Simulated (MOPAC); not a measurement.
MOPAC input (AM1):

```
AM1 1SCF CHARGE=-1 GEO-OK AUX(PRECISION=9) THREADS=1
HO

O    -0.00000000 1   -0.00000000 1   -0.10780207 1
H     0.00000000 1    0.00000000 1    0.86241659 1
```

Output:

```
 *******************************************************************************
 **                                                                           **
 **                              MOPAC v23.2.5                                **
 **                                                                           **
 *******************************************************************************
 ** MOPAC's Digital Object Identifier: https://doi.org/10.5281/zenodo.6511958 **
 **                                                                           **
 ** Please cite the open-source release paper for use of this MOPAC version:  **
 ** J. E. Moussa and J. J. P. Stewart (2026)                                  **
 ** MOPAC: An open-source semiempirical molecular orbital program             **
 ** J. Open Source Softw., 11(119), 8025, https://doi.org/10.21105/joss.08025 **
 *******************************************************************************

                              AM1 CALCULATION RESULTS

 *******************************************************************************
 *  AM1        - The AM1 Hamiltonian to be used
 *  GEO-OK     - OVERRIDE INTERATOMIC DISTANCE AND OTHER SAFETY CHECKS
 *
 *
 *
 *                 CHARGE ON SYSTEM = -1
 *
 *
 *
 *  1SCF       - DO 1 SCF AND THEN STOP
 *  AUX        - OUTPUT AUXILIARY INFORMATION
 *******************************************************************************
AM1 1SCF CHARGE=-1 GEO-OK AUX(PRECISION=9) THREADS=1
 HO

   ATOM   CHEMICAL          X               Y               Z
  NUMBER   SYMBOL      (ANGSTROMS)     (ANGSTROMS)     (ANGSTROMS)

     1       O         -0.00000000  *  -0.00000000  *  -0.10780207  *
     2       H          0.00000000  *   0.00000000  *   0.86241659  *

          CARTESIAN COORDINATES

    NO.       ATOM           X           Y           Z

     1         O         -0.0000     -0.0000     -0.1078
     2         H          0.0000      0.0000      0.8624

  H: (AM1): M.J.S. DEWAR ET AL, J. AM. CHEM. SOC. 107 3902-3909 (1985)
  O: (AM1): M.J.S. DEWAR ET AL, J. AM. CHEM. SOC. 107 3902-3909 (1985)

           Empirical Formula: H O  =     2 atoms

      MOLECULAR POINT GROUP   :   C*v

      RHF CALCULATION, NO. OF DOUBLY OCCUPIED LEVELS = 4

 -------------------------------------------------------------------------------
 AM1 1SCF CHARGE=-1 GEO-OK AUX(PRECISION=9) THREADS=1
 HO

     1SCF WAS SPECIFIED, SO BFGS WAS NOT USED
     SCF FIELD WAS ACHIEVED

                              AM1 CALCULATION
                                                       MOPAC v23.2.5 Linux

          FINAL HEAT OF FORMATION =        -13.77092 KCAL/MOL =     -57.61754 KJ/MOL

          COSMO AREA              =         39.79 SQUARE ANGSTROMS
          COSMO VOLUME            =         23.24 CUBIC ANGSTROMS

          IONIZATION POTENTIAL    =          0.896188 EV
          HOMO LUMO ENERGIES (EV) =         -0.896 15.719
          NO. OF FILLED LEVELS    =          4
          MOLECULAR WEIGHT        =         17.0073         POINT GROUP:  C*v

          MOLECULAR DIMENSIONS (Angstroms)

            Atom       Atom       Distance
            H     2    O     1     0.97022
            H     2    O     1     0.00000
            O     1    H     2     0.00000

          SCF CALCULATIONS        =          1

   ATOM   CHEMICAL          X               Y               Z
  NUMBER   SYMBOL      (ANGSTROMS)     (ANGSTROMS)     (ANGSTROMS)

     1       O         -0.00000000  *  -0.00000000  *  -0.10780207  *
     2       H          0.00000000  *   0.00000000  *   0.86241659  *

                             CARTESIAN COORDINATES

   1    O       -0.000000000    -0.000000000    -0.107802070
   2    H        0.000000000     0.000000000     0.862416590

           Empirical Formula: H O  =     2 atoms

      MOLECULAR POINT GROUP   :   C*v

                  EIGENVALUES
 -22.61385  -5.47080  -0.89619  -0.89619  15.71877

              NET ATOMIC CHARGES AND DIPOLE CONTRIBUTIONS

  ATOM NO.   TYPE          CHARGE      No. of ELECS.   s-Pop       p-Pop
    1          O          -1.012958        7.0130     1.94211     5.07085
    2          H           0.012958        0.9870     0.98704
 DIPOLE           X         Y         Z       TOTAL
 POINT-CHG.     0.000     0.000     0.337     0.337
 HYBRID        -0.000    -0.000     0.588     0.588
 SUM           -0.000    -0.000     0.925     0.925

          ATOMIC ORBITAL ELECTRON POPULATIONS

     Atom    s        px        py        pz
    1  O   1.94211   2.00000   2.00000   1.07085
    2  H   0.98704

 **********************
 *                    *
 * JOB ENDED NORMALLY *
 *                    *
 **********************

 == MOPAC DONE ==
```

The dipole moment of an ion depends on the origin.
